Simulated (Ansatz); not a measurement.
# C3H2S: how energies converge with the basis set

One table from this session's results is given with a row withheld; the runs are named, their logs left out.

Program: Ansatz 0.2.0, Gaussian basis. Level of theory: one geometry, several basis sets. These are calculated values, not measurements.

Plan: PBE0-D4/def2-SVP; ωB97M-V/def2-SVP; PBE0-D4/def2-QZVPP; ωB97M-V/def2-QZVPP; the functionals' def2-TZVPP values are taken from earlier runs.

### The geometry

The geometry comes from an earlier relaxation with PBE0-D4 in a triple-zeta def2 set; it is a stationary point.

SMILES `C#CC=S`, 6 atoms, charge 0, spin multiplicity 1.

Atoms are counted from 1 here; the program's logs count them from 0.

Bond lengths: C1–C2 1.205 Å, C1–H5 1.065 Å, C2–C3 1.408 Å, C3–S4 1.617 Å, C3–H6 1.092 Å. Angles: C2–C1–H5 179.0°, C1–C2–C3 178.6°, C2–C3–S4 124.8°, C2–C3–H6 114.9°, S4–C3–H6 120.3°.

The first run:

Contents of in.yaml:

```yaml
crystal:
  periodic: [false, false, false]
  atoms:
    - {symbol: C, position_ang: [0.360315, 0.996408, -1.147547]}
    - {symbol: C, position_ang: [0.108183, 0.231079, -0.251830]}
    - {symbol: C, position_ang: [-0.162111, -0.648935, 0.813270]}
    - {symbol: S, position_ang: [-1.299905, -1.798328, 0.794091]}
    - {symbol: H, position_ang: [0.569560, 1.665003, -1.949704]}
    - {symbol: H, position_ang: [0.465958, -0.509127, 1.695621]}
basis:
  gaussian: {orbitals: def2-SVP}
hamiltonian: {xc: pbe0, dispersion: d4}
output: {orbitals: {seedname: orbitals}}
```

Started as:

```
ansatz run in.yaml --threads 2 --pin off --events-out ev --progress --plain --max-ram 4352MiB
```

Among the steps run: PBE0-D4 in def2-SVP; ωB97M-V in def2-SVP; PBE0-D4 in def2-QZVPP; ωB97M-V in def2-QZVPP.

One table of the session follows, with a row left open; its other results are not shown here.

It belongs to the step «Functionals by basis». 

| functional | basis | HOMO (eV) | LUMO (eV) |
| --- | --- | --- | --- |
| PBE0-D4 | def2-SVP | -6.68 | -2.94 |
| PBE0-D4 | def2-TZVPP | ? | ? |
| PBE0-D4 | def2-QZVPP | -6.88 | -3.12 |
| ωB97M-V | def2-SVP | -8.91 | -0.76 |
| ωB97M-V | def2-TZVPP | -9.09 | -0.98 |
| ωB97M-V | def2-QZVPP | -9.13 | -1.05 |

**Question.** Estimate the row for PBE0-D4, def2-TZVPP.

The run gave: HOMO (eV): -6.84; LUMO (eV): -3.08. In the column «HOMO (eV)» it lies between PBE0-D4, def2-QZVPP (-6.88) and PBE0-D4, def2-SVP (-6.68).
